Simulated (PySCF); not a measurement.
# Orbital picture of PN⁺

r²SCAN at R = 1.485 Å; PySCF, no relativity, basis sets P 6-31G(d,p), N 6-31G(d,p). State: ²Σ⁺ (doublet), unpaired electrons σ ↑. Only the outer orbitals are listed, counted within each symmetry.

```
spin  orbital  occ.  ε (eV)  on P (%)         main shells (%)
   α       5σ     1  -32.30        29          66 N s, 19 P s
   α       6σ     1  -22.31        52  50 P s, 25 N p, 23 N s
   α       7σ     1  -18.49        57  39 N p, 35 P p, 21 P s
   α       2π     1  -17.62        31          69 N p, 29 P p
   α       2π     1  -17.62        31          69 N p, 29 P p
   α       3π     0  -11.52        74          71 P p, 26 N p
   α       3π     0  -11.52        74          71 P p, 26 N p
   α       8σ     0   -6.02       107  71 P p, 18 P d, 18 P s
   β       5σ     1  -31.01        35   57 N s, 25 P s, 9 P p
   β       6σ     1  -20.76        76  64 P s, 21 N s, 11 P p
   β       2π     1  -17.04        44          55 N p, 42 P p
   β       2π     1  -17.04        44          55 N p, 42 P p
   β       7σ     0  -15.24        32  51 N p, 27 P p, 16 N s
   β       3π     0  -11.06        61          58 P p, 39 N p
   β       3π     0  -11.06        61          58 P p, 39 N p
```

Problem. Which are the highest filled and the lowest empty level, where do they sit, and how wide is the gap?

Solution. Highest filled β 2π at -17.04 eV (in %: 55 N p, 42 P p); lowest empty β 7σ at -15.24 eV (in %: 51 N p, 27 P p, 16 N s); the gap at r²SCAN is 1.80 eV.

```
bond order (Mayer)                                                                                                : 2.72
⟨S²⟩                                                                                                              : 0.796
charge on P (Mulliken, basis-dependent)                                                                           : 1.01
charge on P (Löwdin, basis-dependent)                                                                             : 0.97
dipole moment (positive dipole points towards N; it is taken about the centre of mass and depends on that origin) : -1.79 D
```

Shares are Mulliken populations and can fall outside 0 to 100 %.

The state is the lowest determinant that a PBE0 search found; another state may lie lower at other levels.
